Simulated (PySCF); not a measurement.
SiH₂ + 2 HCl → SiH₄ + Cl₂

Level: PBE0 in the def2-TZVP basis family, all electrons, no relativity, computed in PySCF with density fitting; open shells unrestricted.

```csv
species,state and structure,E (Eh),ZPE (kJ/mol),H(298 K) − H(0) (kJ/mol),S° (J/(mol K))
SiH₂,"singlet, C2v, Si–H 1.526 Å (×2); H–Si–H 91.1°",-290.48614,30.6,10.0,207.5
HCl,"singlet, C∞v, H–Cl 1.279 Å",-460.66440,17.9,8.7,186.6
SiH₄,"singlet, Td, Si–H 1.485 Å (×4)",-291.75605,81.5,10.5,204.7
Cl₂,"singlet, D∞h, Cl–Cl 1.982 Å",-920.08940,3.5,9.1,222.5
```

Task: What is the electronic reaction energy?

Result: At PBE0/def2-TZVP, ΔE = -80.1 kJ/mol from the differences of the total energies times 2625.5, downhill. 

Task: Add zero-point, thermal and entropy terms for 298.15 K and 1 bar.

Result: ΔZPE = 18.6 and Δ[H(298) − H(0)] = -7.8 kJ/mol give ΔH° = -69.3 kJ/mol. ΔS° = -153.5 J/(mol K), so ΔG° = -69.3 − 298.15 × (-0.1535) = -24 kJ/mol and log₁₀K = 4.1. ΔG° would change sign near 450 K if ΔH° and ΔS° stayed fixed.

Each species is the lowest minimum found with this bonding; other isomers or fragments can lie lower.
